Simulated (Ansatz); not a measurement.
**Which isomer of HNOSi− gives these data?**

These gas-phase data were calculated for one isomer of HNOSi− at PBE0-D3(BJ)/def2-SVPD (harmonic, unscaled wavenumbers; equilibrium rotational constants with average atomic masses):

| Property | Result |
| --- | --- |
| rotational constants | 61.87, 7.414, 6.621 GHz |
| all wavenumbers above 1500 cm⁻¹ | 2075 |

Candidates:

(1) the doublet with the links of `[N-]=[Si]O`
(2) the doublet with the links of `[H]/N=[Si]\[O-]`
(3) the doublet with the links of `[N]=[SiH][O-]`

Q: Assign the data to one candidate and say why.

A: Candidate (3). No mode falls between 3300 and 4000 cm⁻¹, where the O–H stretch of (1) would stand. No mode falls between 3250 and 3800 cm⁻¹, where the N–H stretch of (2) would stand.

The same quantities for all candidates:

```
     rotational constants (GHz)  wavenumbers above 1500 cm⁻¹  E above the lowest, PBE0-D3(BJ)/def2-SVPD (kcal/mol)
(1)         31.43, 8.459, 6.665                         3848                                                  25.4
(2)         83.93, 7.054, 6.508                         3496                                                   0.0
(3)         61.87, 7.414, 6.621                         2075                                                  23.7
```

Each candidate is one conformer. Open shells are spin-unrestricted. Programs: Ansatz 0.2.0.
